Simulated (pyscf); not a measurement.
`[CH4]` + `[SH][ZnH]` -> `[CH3][Zn][SH]` + `[H][H]`, a four-centre exchange (singlet surface; C–H, H–Zn broken, C–Zn, H–H formed). Structures and frequencies: ωB97X-D3(BJ)/def2-SVP in PySCF. Energies in kJ/mol from the separated reactants.

Small-basis levels: PySCF, no dispersion term, spherical d functions. AM1 to PM7: differences of heats of formation from MOPAC, which are fitted to 298 K values and so differ in kind from electronic energies by zero-point and thermal terms. GFN2-xTB: tblite. Cost: rough CPU time at the saddle relative to B3LYP/6-31G*+LANL2DZ, from one job on a shared machine.

```tsv
level	barrier	reaction energy	cost
HF/STO-3G	297.9	-7.9	0.06
HF/6-31G*+LANL2DZ	313.0	+63.2	0.09
MP2/6-31G*+LANL2DZ	253.6	+21.7	0.1
B3LYP/STO-3G	228.0	+3.5	2
B3LYP/3-21G	160.1	-28.7	0.7
M06-2X/6-31G*+LANL2DZ	221.8	+33.7	2
B3LYP/6-311+G**+LANL2DZ	225.4	+40.6	2
PBE/def2-SVP	181.0	+33.7	1
B3LYP/def2-SVP	216.3	+43.3	1
GFN2-xTB	315.8	+146.6	under 0.02
AM1	148.9	-19.8	under 0.02
PM7	187.4	-5.3	under 0.02
ωB97M-D3(BJ)/def2-TZVP	222.6	+42.4	–
```

Against the last row the barrier runs from -73.7 (AM1) to +93.3 kJ/mol (GFN2-xTB). ωB97M-D3(BJ)/def2-TZVP has limits of its own. At the saddle there is also a short H–Zn contact that neither side keeps. The same reactants have a lower exit, to H₃C–ZnH + H₂S (barrier +200.7 kJ/mol at ωB97M-D3(BJ)/def2-TZVP, against +222.6 kJ/mol here). This is the saddle that the search found; another between the same sides may lie lower. In the def2 sets elements up to Kr have no core potential.
